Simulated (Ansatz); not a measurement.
The input, for Ansatz 0.2.0:

```yaml
crystal:
  periodic: [false, false, false]
  atoms:
    - {symbol: Zr, position_ang: [0.000000, 0.000000, 0.000000]}
    - {symbol: Si, position_ang: [0.000000, 0.000000, 2.521600]}
basis:
  gaussian: {orbitals: def2-TZVPP}
total_charge: 1
magnetization: {spin_polarized: true, initial_magnetization: 5}
correlation: {method: ccsd_t, electrons: outside_noble_gas}
```

```sh
$ ansatz run in.yaml --threads 2 --pin off --events-out ev --progress --plain --max-ram 24576MiB --backend cuda --devices 0, --max-vram 18GiB
```

Q: Roughly how long does this take on 2 threads of AMD EPYC 7R13 with a shared H100 80 GB, shared host, and how much host memory?

A: 25 s wall and 0.85 GiB.

```
628 factors; integrals over basis functions are off by at most 9.2e-4 eV
mean field evaluation 1: about -9117.9593 eV, gradient 1.4e1 eV
mean field evaluation 2: about -9118.2573 eV, gradient 1.3e1 eV
mean field evaluation 4: about -9119.6576 eV, gradient 2.1e0 eV
mean field evaluation 8: about -9119.8328 eV, gradient 7.7e-1 eV
mean field evaluation 16: about -9119.8978 eV, gradient 5.5e-4 eV
mean field evaluation 32: about -9118.1603 eV, gradient 2.0e-1 eV
mean field evaluation 64: about -9119.7563 eV, gradient 1.2e0 eV
mean field evaluation 96: about -9118.7086 eV, gradient 1.7e0 eV
mean field evaluation 128: about -9119.8863 eV, gradient 4.9e-1 eV
mean field evaluation 160: about -9115.1750 eV, gradient 9.8e0 eV
...
cycle   3  -3.33070820 eV  change   -9.9e-4 eV  update   2.6e-3
cycle   4  -3.33185397 eV  change   -1.1e-3 eV  update   1.2e-3
cycle   5  -3.33209927 eV  change   -2.5e-4 eV  update   6.3e-4
cycle   6  -3.33218036 eV  change   -8.1e-5 eV  update   3.5e-4
cycle   7  -3.33231952 eV  change   -1.4e-4 eV  update   1.6e-4
cycle   8  -3.33235742 eV  change   -3.8e-5 eV  update   6.8e-5
cycle   9  -3.33235435 eV  change    3.1e-6 eV  update   2.9e-5
cycle  10  -3.33235245 eV  change    1.9e-6 eV  update   1.4e-5
cycle  11  -3.33235418 eV  change   -1.7e-6 eV  update   9.3e-6
cycle  12  -3.33235596 eV  change   -1.8e-6 eV  update   7.5e-6
perturbative correction -0.20620234 eV, -0.0075777963 hartree
Total energy: -9123.43635587 eV, -335.2801019911 hartree
```
